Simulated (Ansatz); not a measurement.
**Al$_{2}$Si, triplet: vertical spin and charge gaps**

Geometry (PBE0/def2-TZVP stationary point for this spin, not checked as a minimum):

```xyz
3

Al    0.0000    0.0000    2.5272
Si    0.0000    0.0000    0.0000
Al    0.0000    0.0000   -2.5272
```

Basis cc-pVTZ; Ansatz 0.2.0. Only valence electrons are correlated (noble-gas cores frozen). Prefix R: restricted or restricted open-shell reference; prefix U: unrestricted. Active spaces: valence = (10e, 12o) chosen from the atoms' valence shells.

Gaps are energies of the second state less the first, at fixed atoms, for a selection of the levels run; each method lands on the state that its own search finds for that charge and spin.

Removing an electron, to the quartet: 6.506 eV at UCCSDT(Q).

```tsv
level	gap (eV)	error (meV)
RMP2	6.351	-155
UMP2	6.341	-165
UCCSD	6.499	-7
RCCSD(T)	6.509	3
BCCD(T)	6.510	4
CASSCF (valence space)	5.780	-726
PBE0	6.484	-22
wB97M-V	6.390	-116
B2PLYP	6.388	-118
RPA-PBE	6.810	304
```

Full CI isn't at hand for all of this; UCCSDT(Q) serves as the reference, and is uncertain by about the last step of the cluster series. The frozen core follows each run's orbitals, which can shift R against U totals by a few meV.
